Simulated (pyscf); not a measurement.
A first-order saddle from PySCF, ωB97X-D3(BJ)/def2-SVPD:

```xyz
11

O      1.2436     0.1748     2.3364
H      1.9732     0.2256     1.7094
C     -0.3378    -0.1037     1.2891
O     -1.9317    -0.3764     0.3491
C     -1.6478    -0.4339    -0.9841
H     -0.1699     0.8339     0.7674
H      0.0708    -1.0319     0.9004
H     -0.8910    -0.1087     2.2203
H     -1.1679     0.5015    -1.3825
H     -0.9400    -1.2635    -1.2578
H     -2.5598    -0.5955    -1.6037
```
Charge -1, spin multiplicity 1.

Surface: singlet, charge -1. Lowest wavenumbers (cm⁻¹): 655i, 108, 130, 177, 199.

Question: Name the species on either side of this saddle.

Answer: hydroxide (HO⁻) + dimethyl ether (H₃C–O–CH₃) ⇌ methanol (H₃C–OH) + H₃C–O⁻, a substitution at C read from left to right: C–O broken and C–O formed. At ωB97M-D3(BJ)/def2-TZVPD it lies +13.2 kcal/mol from the left side and +15.0 kcal/mol from the right (each side as separated species at their lowest minima found). On the reactant side the descent ends in a bound adduct, 13.2 kcal/mol under the separated species and 27.9 kcal/mol under the saddle at ωB97X-D3(BJ)/def2-TZVPD. On the product side the descent ends in a complex (not fully relaxed), 4.1 kcal/mol under the separated species and 20.3 kcal/mol under the saddle at ωB97X-D3(BJ)/def2-TZVPD. H₃C–O–CH₃ lies 11.8 kcal/mol over its isomer H₃C–CH₂–OH (electronic energy, ωB97M-D3(BJ)/def2-TZVPD). This is the saddle that the search found; another between the same sides may lie lower. The angle at the attacked C is 177°.
